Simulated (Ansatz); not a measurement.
in.yaml

```yaml
crystal:
  periodic: [false, false, false]
  atoms:
    - {symbol: N, position_ang: [0.000000, 0.000000, 0.000000]}
    - {symbol: N, position_ang: [0.000000, 0.000000, 1.266308]}
basis:
  gaussian: {orbitals: def2-SVP}
magnetization: {spin_polarized: false, initial_magnetization: 4}
correlation: {method: fic_nevpt4_sd, electrons: outside_noble_gas, active_space: {window: {electrons: 10, orbitals: 7}}}
```

```sh
$ ansatz run in.yaml --threads 1 --pin off --events-out ev --progress --plain --max-ram 2393MiB
```

Q: Roughly how long does this take on 1 thread of Arm Neoverse V1, shared host, and how much host memory?

A: 0.66 s wall and 0.12 GiB.

```
285 factors; integrals over basis functions are off by at most 9.2e-4 eV
mean field evaluation 1: about -2951.4126 eV, gradient 1.2e1 eV
mean field evaluation 2: about -2951.4168 eV, gradient 1.2e1 eV
mean field evaluation 4: about -2952.1063 eV, gradient 7.2e-1 eV
mean field evaluation 8: about -2952.1093 eV, gradient 9.4e-5 eV
mean field evaluation 16: about -2952.0923 eV, gradient 1.1e0 eV
mean field evaluation 32: about -2952.1124 eV, gradient 5.6e-3 eV
mean field -2953.82007948 eV, -108.5508857496 hartree, gradient 2.8e-7 eV, S^2 6.000000; 6 other end points of the search recorded, 0 dependent functions left out
reference -2953.82007948 eV, -108.5508857496 hartree; 9, 5 occupied and 19, 23 virtual orbitals, 285 factors
state -2953.85269748 eV, -108.5520844392 hartree
state -2953.85269748 eV, -108.5520844392 hartree; corrected -2959.75381485 eV, -108.7689465027 hartree
Total energy: -2959.75381485 eV, -108.7689465027 hartree
```

Natural occupations: 2.0000 1.9989 1.9989 1.0005 1.0005 1.0005 1.0005.
